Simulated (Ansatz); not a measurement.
A nudged elastic band was laid between two geometries of CH6BN (9 atoms, charge 0, multiplicity 1).

Computed with RKS B3LYP-D4/6-31G* (Ansatz 0.2.0).

```json
{"movable images": "5", "climbing image": "yes", "spring": "5.0 eV/Å²", "optimiser": "quadratic models (default)", "start path": "through a guess of the saddle point", "force threshold": "0.03 eV/Å", "iteration limit": "60", "end points": "relaxed"}
```

Initial state:

```xyz
9
Properties=species:S:1:pos:R:3
B 0.117 -0.183 0.314
H -0.142 -0.589 1.416
C 1.607 0.080 -0.136
H 2.174 -0.863 -0.139
H 1.702 0.526 -1.135
H 2.125 0.735 0.577
N -0.963 0.039 -0.546
H -1.924 -0.127 -0.283
H -0.859 0.382 -1.492
```

Final state:

```xyz
9
Properties=species:S:1:pos:R:3
B -1.448 -0.152 0.808
H 1.248 0.068 0.936
C 1.976 0.111 0.120
H 1.952 -0.828 -0.441
H 1.734 0.948 -0.543
H 2.979 0.259 0.531
N -1.517 -0.139 -0.578
H -2.394 -0.192 -1.090
H -0.693 -0.076 -1.169
```

Which bonds break or form, and what moves?

Bonds broken: B1–H2, B1–C3. Bonds formed: H2–C3. CH6BN becomes BH2N + CH4.

Give the energies along the band, and the barrier.

It converged. The highest image is number 3 of 0 to 6, 421.9 kJ/mol above the first end and 106.5 kJ/mol above the last; the last end lies 315.4 kJ/mol above the first. Neighbouring images differ by up to 3.5 eV, so the band resolves the path poorly. A vibrational analysis at the climbing image gives one clearly imaginary mode, 1251i cm⁻¹: a first-order saddle point. The orbitals stay closed-shell, which can raise the energy where a bond breaks towards radicals; this wasn't checked here.

```json
{"image": "0", "path coordinate (Å)": "0.00", "energy (kJ/mol)": "0.0", "B1–H2 (Å)": "1.20", "B1–C3 (Å)": "1.58", "H2–C3 (Å)": "2.43"}
{"image": "1", "path coordinate (Å)": "0.84", "energy (kJ/mol)": "3.4", "B1–H2 (Å)": "1.20", "B1–C3 (Å)": "1.58", "H2–C3 (Å)": "2.44"}
{"image": "2", "path coordinate (Å)": "1.68", "energy (kJ/mol)": "89.0", "B1–H2 (Å)": "1.15", "B1–C3 (Å)": "1.62", "H2–C3 (Å)": "2.10"}
{"image": "3", "path coordinate (Å)": "2.52", "energy (kJ/mol)": "421.9", "B1–H2 (Å)": "1.24", "B1–C3 (Å)": "2.18", "H2–C3 (Å)": "1.49"}
{"image": "4", "path coordinate (Å)": "3.10", "energy (kJ/mol)": "345.6", "B1–H2 (Å)": "1.75", "B1–C3 (Å)": "2.61", "H2–C3 (Å)": "1.13"}
{"image": "5", "path coordinate (Å)": "3.69", "energy (kJ/mol)": "319.9", "B1–H2 (Å)": "2.26", "B1–C3 (Å)": "3.07", "H2–C3 (Å)": "1.10"}
{"image": "6", "path coordinate (Å)": "4.27", "energy (kJ/mol)": "315.4", "B1–H2 (Å)": "2.71", "B1–C3 (Å)": "3.50", "H2–C3 (Å)": "1.09"}
```

What is the geometry of the highest image?


```xyz
9
Properties=species:S:1:pos:R:3:forces:R:3
B -0.473 -0.037 0.678 0.00 0.00 0.00
H 0.663 0.082 1.172 0.00 0.00 0.00
C 1.602 0.107 0.010 0.00 0.00 0.00
H 1.639 -0.832 -0.545 0.00 0.00 0.00
H 1.485 0.984 -0.630 0.00 0.00 0.00
H 2.475 0.212 0.659 0.00 0.00 0.00
N -1.016 -0.142 -0.591 0.00 0.00 0.00
H -2.018 -0.232 -0.699 0.00 0.00 0.00
H -0.519 -0.141 -1.477 0.00 0.00 0.00
```

Time of the run: 3.6 min on 1 thread of Arm Neoverse V1, with other jobs on the host, peak memory 0.11 GiB.
